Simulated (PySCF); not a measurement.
# Atomic charges against the basis set

Compound: C4H8O.
Bonds: C1–C2, C2–C3, C3–O4, O4–C5, C1–C5. Hydrogens: H6, H7 on C1; H8, H9 on C2; H10, H11 on C3; H12, H13 on C5.

PBE0 throughout (PySCF), one geometry, spherical d and f functions. Geometry: PBE0-D3(BJ)/def2-SVP, one conformer, isolated molecule. Atoms taken as equivalent share a column and are averaged.

Mulliken charges (e):

```tsv
basis	functions	C1/C2	C3/C5	O4	H6/H7/H8/H9	H10/H11/H12/H13
STO-3G	33	-0.153	-0.048	-0.224	+0.082	+0.075
6-31G	61	-0.376	-0.042	-0.541	+0.178	+0.166
pcSseg-0	61	-0.573	-0.050	-0.710	+0.258	+0.231
6-31G*	86	-0.381	-0.046	-0.499	+0.179	+0.159
def2-SVP	110	-0.139	+0.198	-0.435	+0.050	+0.029
cc-pVDZ	110	-0.115	+0.145	-0.348	+0.042	+0.030
pcSseg-1	125	-0.301	+0.095	-0.531	+0.128	+0.107
6-311+G(2d,p)	183	-0.249	-0.084	-0.349	+0.131	+0.122
aug-cc-pVDZ	187	+0.407	+1.047	-0.673	-0.254	-0.305
def2-TZVP	203	-0.215	-0.035	-0.289	+0.108	+0.089
IGLO-III	255	-0.220	-0.096	-0.274	+0.122	+0.105
cc-pVTZ	262	-0.203	+0.037	-0.281	+0.092	+0.062
```

IAO charges (e):

| basis | functions | C1/C2 | C3/C5 | O4 | H6/H7/H8/H9 | H10/H11/H12/H13 |
| --- | --- | --- | --- | --- | --- | --- |
| STO-3G | 33 | -0.271 | -0.137 | -0.227 | +0.137 | +0.124 |
| 6-31G | 61 | -0.288 | -0.085 | -0.391 | +0.145 | +0.139 |
| pcSseg-0 | 61 | -0.295 | -0.080 | -0.386 | +0.147 | +0.137 |
| 6-31G* | 86 | -0.273 | -0.051 | -0.404 | +0.137 | +0.126 |
| def2-SVP | 110 | -0.268 | -0.046 | -0.403 | +0.134 | +0.124 |
| cc-pVDZ | 110 | -0.273 | -0.051 | -0.403 | +0.136 | +0.126 |
| pcSseg-1 | 125 | -0.274 | -0.051 | -0.411 | +0.137 | +0.128 |
| 6-311+G(2d,p) | 183 | -0.279 | -0.054 | -0.422 | +0.140 | +0.132 |
| aug-cc-pVDZ | 187 | -0.278 | -0.054 | -0.421 | +0.140 | +0.131 |
| def2-TZVP | 203 | -0.280 | -0.052 | -0.420 | +0.140 | +0.130 |
| IGLO-III | 255 | -0.280 | -0.054 | -0.422 | +0.141 | +0.132 |
| cc-pVTZ | 262 | -0.280 | -0.053 | -0.417 | +0.140 | +0.130 |

Some averages cover members that differ in this geometry, most widely: H6/H7/H8/H9, Mulliken in aug-cc-pVDZ -0.330 to -0.177; H10/H11/H12/H13, Mulliken in aug-cc-pVDZ -0.328 to -0.280 e.

**Question.** Which scheme is steadiest as the basis changes?

**Answer.** Largest range over the bases for any column: IAO 0.19 e, Mulliken 1.14 e. IAO charges move least and Mulliken charges most, counted in e. Without the minimal STO-3G basis the ranges are IAO 0.04, Mulliken 1.14 e.

**Question.** How much do the charges still move between the two largest bases, IGLO-III and cc-pVTZ?

**Answer.** At most, over all atoms: Mulliken 0.133 e, IAO 0.005 e.

**Question.** What do the same runs give for the total energy, the frontier levels and the dipole moment?

**Answer.** 
```tsv
basis	energy (Eh)	HOMO (eV)	LUMO (eV)	μ (D)
STO-3G	-229.3036	-3.63	8.37	1.47
6-31G	-232.1058	-6.70	2.63	2.16
pcSseg-0	-231.6348	-6.79	2.07	2.17
6-31G*	-232.1746	-6.76	2.71	1.75
def2-SVP	-232.0097	-6.90	1.74	1.76
cc-pVDZ	-232.1908	-6.82	1.79	1.64
pcSseg-1	-232.1498	-6.98	1.36	1.83
6-311+G(2d,p)	-232.2466	-7.06	0.37	1.80
aug-cc-pVDZ	-232.2081	-7.03	-0.06	1.75
def2-TZVP	-232.2653	-7.03	1.17	1.73
IGLO-III	-232.2716	-7.04	0.78	1.76
cc-pVTZ	-232.2593	-6.99	1.18	1.68
```

The dipole is fixed by the density alone, so its range of 0.70 D shows that the density itself changes with the basis, not only its division among atoms.
